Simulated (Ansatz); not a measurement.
C2H4, SMILES `C=C` (excited triplet) (charge 0, multiplicity 3). This triplet is an excited state, 2.98 eV above the relaxed singlet at the level composite: frozen-core CCSD(T) with HF/cc-pVQZ and the correlation energy extrapolated as X^-3 from cc-pVTZ and cc-pVQZ, plus CCSDT(Q) minus CCSD(T) in cc-pVDZ // B3LYP-D3(BJ)/def2-TZVP (Ansatz, a first-principles code).

Method: Ansatz with frozen-core fic-MRCISD+Q@CASSCF(2e,2o)/cc-pVTZ // B3LYP-D3(BJ)/def2-TZVP.

Ansatz 0.2 input:
```yaml
crystal:
  periodic: [false, false, false]
  atoms:
    - { symbol: C, position_ang: [0.72175, -0.005258, 0.012997] }
    - { symbol: C, position_ang: [-0.718888, 0.062836, -0.019195] }
    - { symbol: H, position_ang: [1.314942, 0.686212, 0.604923] }
    - { symbol: H, position_ang: [1.272863, -0.750912, -0.55327] }
    - { symbol: H, position_ang: [-1.334478, -0.488284, 0.686284] }
    - { symbol: H, position_ang: [-1.247599, 0.668109, -0.750281] }
basis:
  gaussian: { orbitals: cc-pVTZ }
correlation:
  method: fic_mrcisd_q
  active_space: { window: { electrons: 2, orbitals: 2 } }
magnetization:
  spin_polarized: false
  initial_magnetization: 2
```

Output:

```
Functional definition: HF
648 factors; integrals over basis functions are off by at most 9.1e-4 eV
mean field evaluation 1: about -2120.5072 eV, gradient 1.9e1 eV
mean field evaluation 2: about -2120.5080 eV, gradient 1.9e1 eV
mean field evaluation 4: about -2122.1261 eV, gradient 2.4e0 eV
mean field evaluation 8: about -2122.1480 eV, gradient 3.1e-4 eV
mean field -2122.14795253 eV, -77.9874988118 hartree, gradient 2.5e-6 eV, S^2 2.000000; 0 other end points of the search recorded, 0 dependent functions left out
reference -2122.14795253 eV, -77.9874988118 hartree; 9, 7 occupied and 107, 109 virtual orbitals, 648 factors
state -2122.14795253 eV, -77.9874988118 hartree
contracted CI cycle   1: correlation 0.00000000 eV, 0.0000000000 hartree, residual 3.02e1 eV
contracted CI cycle   2: correlation -8.19552993 eV, -0.3011801699 hartree, residual 3.70e0 eV
contracted CI cycle   3: correlation -8.34380317 eV, -0.3066291107 hartree, residual 8.64e-1 eV
contracted CI cycle   4: correlation -8.35195180 eV, -0.3069285677 hartree, residual 2.19e-1 eV
contracted CI cycle   5: correlation -8.35261078 eV, -0.3069527844 hartree, residual 6.63e-2 eV
contracted CI cycle   6: correlation -8.35266532 eV, -0.3069547890 hartree, residual 2.01e-2 eV
contracted CI cycle   7: correlation -8.35267063 eV, -0.3069549840 hartree, residual 5.74e-3 eV
contracted CI cycle   8: correlation -8.35267100 eV, -0.3069549975 hartree, residual 1.42e-3 eV
contracted CI cycle   9: correlation -8.35267102 eV, -0.3069549984 hartree, residual 3.59e-4 eV
state -2122.14795253 eV, -77.9874988118 hartree; corrected -2131.34401600 eV, -78.3254479112 hartree
Total energy: -2131.34401600 eV, -78.3254479112 hartree
```
